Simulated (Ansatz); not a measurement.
# BSiNH (quartet): from Hartree-Fock to the top rungs at a displaced geometry (v2), cc-pVDZ

The task here is to estimate one member of a computed series from the others.

The runs use Ansatz 0.2.0, Gaussian basis; cc-pVDZ, core rule «outside noble gas», up to 7 orbitals frozen.

The runs, in order: UHF; CCSD(T) on ROHF; CCSD(T) on UHF; BCCD(T) on ROHF; CISD; CCSDT(Q) on ROHF; CCSDT(Q) on UHF.

20 further runs of the same task are left out: 9 that didn't finish, 11 set aside as unsound or not needed.

## The system

The geometry is a PBE0/def2-TZVP stationary point (not a proven minimum) with its atoms shifted at random (size 0.100 Å).

4 atoms, charge 0, spin multiplicity 4.

Atoms are counted from 1 here; the program's logs count them from 0.

Bond lengths: N1–B2 1.358 Å, N1–Si3 1.764 Å, B2–Si3 2.077 Å, B2–H4 1.145 Å. Angles: B2–N1–Si3 82.3°, N1–B2–Si3 57.3°, N1–B2–H4 146.6°, Si3–B2–H4 150.8°, N1–Si3–B2 40.4°.

The first run:

in.yaml

```yaml
crystal:
  periodic: [false, false, false]
  atoms:
    - {symbol: N, position_ang: [0.079136, -0.747467, 0.660925]}
    - {symbol: B, position_ang: [-0.085739, 0.494675, 1.184905]}
    - {symbol: Si, position_ang: [-0.009118, 0.139987, -0.860625]}
    - {symbol: H, position_ang: [0.073990, 1.180644, 2.087116]}
basis:
  gaussian: {orbitals: cc-pVDZ}
magnetization: {spin_polarized: true, initial_magnetization: 3}
hamiltonian: {xc: hf}
output: {orbitals: {seedname: orbitals}}
```

Command:

```sh
$ ansatz run in.yaml --threads 1 --pin off --events-out ev --progress --plain --max-ram 2393MiB
```

Steps of the session up to this table: UHF; CCSD(T) on ROHF; CCSD(T) on UHF; BCCD(T) on ROHF; CISD; CCSDT(Q) on ROHF; CCSDT(Q) on UHF.

One table of the session follows, with a row left open; its other results are not shown here.

It belongs to the step «Misses and costs». 

```
   method  from UCCSDT(Q) (meV)
     ROHF               +9147.5
      UHF               +8909.1
     RMP2                +966.9
     UMP2               +1165.1
     CISD               +1271.2
    RCCSD                +494.8
    UCCSD                +478.6
 RCCSD(T)                 +70.1
 UCCSD(T)                 +76.5
  BCCD(T)                 +71.3
   RCCSDT                 +45.2
   UCCSDT                 +42.6
RCCSDT(Q)                     ?
UCCSDT(Q)                     0
```

Estimate the missing values for RCCSDT(Q).

**Answer.** from UCCSDT(Q) (meV): +5.4. In the column «from UCCSDT(Q) (meV)» it lies between UCCSDT(Q) (0) and UCCSDT (+42.6).

Caveats from the session: Restricted and unrestricted rows rest on different reference determinants; where their highest levels disagree by more than a few hundredths of an eV, they describe different states and don't form one ladder.
